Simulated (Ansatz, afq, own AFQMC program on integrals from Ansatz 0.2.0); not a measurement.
# Where AFQMC and coupled cluster stand for HCl, singlet

```xyz
2

Cl    0.0000    0.0000    0.0000
H     0.0000    0.0000    3.4070
```

Basis cc-pVDZ. Noble-gas cores (and the filled d shells of Ga–Kr and In–Xe) are frozen. Integrals, coupled cluster, full CI and functionals: Ansatz 0.2.0; the random walks run on the same integrals in our own AFQMC program. The CISD trial takes its coefficients from CCSD amplitudes. Released means that phaseless walkers are propagated on without the constraint, phases kept. Error bars are statistical, one sigma.

Determinant: RHF, the one that the program's search chose, which needn't be the lowest solution. The geometry is a point of a scan.

Full CI on the same integrals is exact in this basis and with this determinant's frozen core.

Cautions: restricted determinant unstable towards unrestricted (UHF 4.43 eV lower, ⟨S²⟩ 1.00); strong correlation (T1 0.071, weight of the determinant 0.58, largest double 0.79); (T) is large, 10 % of the CCSD correlation; the CCSD(T) amplitudes may be one of several solutions (largest double 0.79); the CCSDT(Q) amplitudes may be one of several solutions (largest double 0.89); the CCSDTQ amplitudes may be one of several solutions (largest double 0.90); the released energies are still falling, so no released level is given (meV from the phaseless value at times in 1/Eh: -26 ± 6 at 0.24, -46 ± 9 at 0.51, -83 ± 7 at 0.99, -106 ± 7 at 1.62, -145 ± 12 at 2.40); the next higher spin lies close (full CI puts it 35 meV above).

- T1 diagnostic: 0.0711
- weight of the determinant in the CISD state: 0.582
- size of the correlated space: 8 electrons in 18 orbitals

```tsv
level	correlation energy (eV)
MP2	-6.0705
CCSD	-7.4156
CCSD(T)	-8.1804
```

(1) Estimate where full CI lies against CCSD(T) on the same integrals.

(1) 242.3 meV above CCSD(T).

Reference: full CI, correlation energy -7.938 eV. The cautions show a poor starting determinant, so the rows tell how each method copes with it here, and full CI is the sure value.

```json
{"level": "CCSD(T)", "E − E(reference) (meV)": "-242.3", "share of correlation (%)": "103.05"}
{"level": "CCSDT", "E − E(reference) (meV)": "18.5", "share of correlation (%)": "99.77"}
{"level": "CCSDT(Q)", "E − E(reference) (meV)": "-17.3", "share of correlation (%)": "100.22"}
{"level": "CCSDTQ", "E − E(reference) (meV)": "1.3", "share of correlation (%)": "99.98"}
{"level": "ph-AFQMC/CISD", "E − E(reference) (meV)": "269.2 ± 9.0", "share of correlation (%)": "96.61"}
```

CCSDT and higher add their correlation energy to the determinant of the CCSD(T) run, since their own runs factorise the integrals more tightly (a shift of under 2 meV). A walk keeps the symmetry of its determinant, which the program's search chose and which needn't be the lowest solution, so a lower state of the same spin and another symmetry isn't excluded.
